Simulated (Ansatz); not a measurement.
Two structures of CH9NSi, closed shell, reached by relaxing down either side of one saddle point (PBE0-D4/def2-TZVP). Energies are electronic, without zero-point energy. Ansatz 0.2.0; basis: def2-TZVPP and def2-QZVPP; cores frozen in the correlated methods. Extrapolation: Hartree–Fock as exp(−7.88 √X), correlation as X^−2.97. First:

```tsv
atom	x (Å)	y (Å)	z (Å)
Si1	-1.1021	-0.7594	-0.4363
C2	0.4158	-1.5368	0.3216
H3	-0.7754	-0.0154	-1.6835
H4	-1.7708	0.1772	0.5077
H5	-2.1015	-1.8059	-0.7989
H6	1.6509	2.4257	0.5178
N7	0.8044	1.9728	0.1956
H8	1.1243	-0.7472	0.5769
H9	0.8902	-2.2286	-0.3780
H10	0.1593	-2.0916	1.2268
H11	0.6703	2.2418	-0.7715
H12	0.0344	2.3675	0.7218
```

Second:

Si1  (-1.446, 0.619, -0.847)
C2  (1.348, -1.487, 1.085)
H3  (-2.590, 1.241, -1.578)
H4  (-1.953, 0.171, 0.475)
H5  (-0.985, -0.544, -1.648)
H6  (1.199, -0.479, 0.698)
N7  (-0.089, 1.643, -0.572)
H8  (1.600, -1.440, 2.145)
H9  (2.159, -1.972, 0.542)
H10  (0.432, -2.064, 0.957)
H11  (0.490, 1.915, -1.350)
H12  (-0.166, 2.398, 0.091)
(Å)

Q: Which bonds change from the first to the second?

A: CH₆Si ([CH3][SiH3]) + NH₃ → SiNH₅ ([NH2][SiH3]) + CH₄; bonds formed: Si1–N7, C2–H6; bonds broken: Si1–C2, H6–N7.

Q: Give the saddle point's structure and its height above each. (To be estimated.)

A: Computed: 54.75 kcal/mol above the first and 64.89 kcal/mol above the second (CCSD(T) at an estimated basis limit (MP2 extrapolated from triple and quadruple zeta, plus CCSD(T) − MP2 in triple zeta)).
Si1  (-0.994, 0.033, -0.449)
C2  (0.743, -1.078, 0.679)
H3  (-1.962, 0.942, -1.188)
H4  (-1.770, -0.242, 0.784)
H5  (-0.771, -1.012, -1.478)
H6  (0.817, 0.425, 0.238)
N7  (0.336, 1.347, -0.289)
H8  (1.025, -0.870, 1.721)
H9  (1.646, -1.404, 0.145)
H10  (0.084, -1.950, 0.718)
H11  (0.753, 1.657, -1.160)
H12  (0.093, 2.152, 0.279)
(Å)

The T1 diagnostic stays at or below 0.011.

Labels in which every atom is bracketed show which atoms are joined, not bond orders.

For scale, one of the runs: CCSD(T)/def2-TZVPP, 230 basis functions (an equivalent command: `ansatz run in.yaml --threads 4`). The run took 65 s on 4 CPU threads (shared host), with 3.9 GiB of host memory at its peak.
